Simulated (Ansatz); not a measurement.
Process, species as SMILES: C#N (CH-N) → [C-]#[NH+] (C-NH)
B3LYP-D3(BJ)/def2-TZVP geometries, fixed; electronic energies without zero-point terms.
Largest species:
```xyz
3

C      0.0000     0.0000    -0.4969
N      0.0000     0.0000     0.6493
H      0.0000     0.0000    -1.5636
```

Basis-set convergence of the isomerisation energy at PBE with Ansatz (a first-principles code). Cartesian d functions, on some or all atoms, in 6-31G*, 6-31G**; all else is spherical. The program fits the integrals of some runs and decomposes those of others, by size. No added dispersion term, no relativity. Functions are those of the species that has most. Reference: the value in pcseg-4, 14.81 kcal/mol, itself unsure by roughly 0.03 kcal/mol (its mean distance from aug-pcseg-3, aug-cc-pVQZ, cc-pV5Z). Deviations are taken from unrounded values.

| basis | functions | isomerisation energy (kcal/mol) | minus reference (kcal/mol) |
|---|---|---|---|
| STO-3G | 11 | 26.44 | 11.62 |
| 3-21G | 20 | 16.77 | 1.96 |
| pcseg-0 | 20 | 14.27 | -0.54 |
| def2-SV(P) | 30 | 16.17 | 1.36 |
| 6-31G* | 32 | 17.66 | 2.84 |
| def2-SVP | 33 | 14.57 | -0.24 |
| pcseg-1 | 33 | 14.95 | 0.13 |
| 6-31G** | 35 | 16.37 | 1.56 |
| 6-311G** | 42 | 15.80 | 0.99 |
| def2-SVPD | 48 | 14.35 | -0.46 |
| aug-cc-pVDZ | 55 | 14.74 | -0.07 |
| pcseg-2 | 74 | 14.94 | 0.13 |
| jun-cc-pV(T+d)Z | 92 | 14.82 | 0.01 |
| 6-311++G(3df,3pd) | 96 | 15.04 | 0.23 |
| cc-pVQZ | 140 | 15.06 | 0.24 |
| def2-QZVPP | 144 | 14.91 | 0.10 |
| cc-pV5Z | 237 | 14.87 | 0.06 |
| pcseg-4 | 263 | 14.81 | 0.00 |
